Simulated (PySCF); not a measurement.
Method: PBE-D3(BJ)/def2-TZVP // PBE0-D3(BJ)/def2-TZVP run with PySCF 2.14.0. Isolated molecules, 0 K electronic values unless said otherwise. 

Reference species (SMILES): `[CH3]` (neutral, multiplicity 2).

```json
{
 "highest_occupied_spin_orbital": "-5.38 eV"
}
```

Changed species: `[C]#C` (radical fragment; the reference has radical fragment).

### Question
Give the shifts of the highest occupied spin orbital.

### Answer
the highest occupied spin orbital falls by 1.96 eV, to -7.34 eV.
